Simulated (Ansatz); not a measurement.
# [Br···H···H], doublet: reading a ladder of total energies

Geometry: a point of a hydrogen-transfer path between rigid fragments, not a stationary point.

```xyz
3

Br    0.0000    0.0000   -1.6203
H     0.0000    0.0000    0.4377
H     0.0000    0.0000    1.1827
```

Basis cc-pVDZ; Ansatz 0.2.0. Correlated methods freeze the noble-gas cores and the filled d shells of p-block atoms, which leaves 9 electrons in 23 orbitals. Prefix R: restricted or restricted open-shell reference. No spin–orbit coupling is included, and no scalar relativity.

Full CI is exact within this basis and frozen core; it isn't the basis-set limit.

Runs differ by some tens of microhartree through their thresholds and, for an open shell, their frozen cores, so steps under 0.03 kcal/mol mean nothing.

```
    level  total energy (hartree)
      RHF            -2573.479026
     RMP2            -2573.607030
    RCCSD            -2573.628495
 RCCSD(T)            -2573.629806
   RCCSDT            -2573.630030
RCCSDT(Q)            -2573.630186
  RCCSDTQ            -2573.630200
  full CI            -2573.630195
```

Task: What is the correlation energy at full CI, and what share of it do RMP2 and RCCSD(T) recover?

Result: E(corr) = -2573.630195 − (-2573.479026) = -0.151169 hartree = -4.114 eV. RMP2: -0.128004 / -0.151169 = 84.68 %. RCCSD(T): -0.150780 / -0.151169 = 99.74 %.

Task: By how many kcal/mol does RCCSD(T) miss full CI (1 hartree = 627.509 kcal/mol), and which steps make up the rest?

Result: -2573.629806 − (-2573.630195) = 0.000389 hartree = 0.24 kcal/mol. Steps: RCCSDT − RCCSD(T) = -0.14, RCCSDT(Q) − RCCSDT = -0.10, RCCSDTQ − RCCSDT(Q) = -0.01, full CI − RCCSDTQ = 0.00 kcal/mol. That is within 1 kcal/mol of the reference in this basis, which itself misses far more of the correlation at the basis-set limit.
